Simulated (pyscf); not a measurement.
`[BH2][CH3]` + `[CH4]` → `[CH3][BH][CH3]` + `[H][H]` (four-centre exchange; singlet surface; B–H, C–H broken, B–C, H–H formed). Optimised with ωB97X-D3(BJ)/def2-SVP in PySCF. Energies in eV from the separated reactants.

| level | barrier | reaction energy |
|---|---|---|
| ωB97X-D3(BJ)/def2-TZVP | 1.07 | +0.16 |
| PBE/def2-TZVP | 0.73 | +0.14 |
| r²SCAN/def2-TZVP | 0.85 | +0.12 |
| PBE0-D3(BJ)/def2-TZVP | 0.80 | +0.14 |
| M06-2X/def2-TZVP | 1.06 | +0.14 |
| ωB97M-D3(BJ)/def2-TZVP | 1.04 | +0.16 |

The functionals in the table span 0.34 eV in this barrier, from PBE to ωB97X-D3(BJ)/def2-TZVP. At the saddle there is also a short B–H contact that neither side keeps. This is the saddle that the search found; another between the same sides may lie lower.
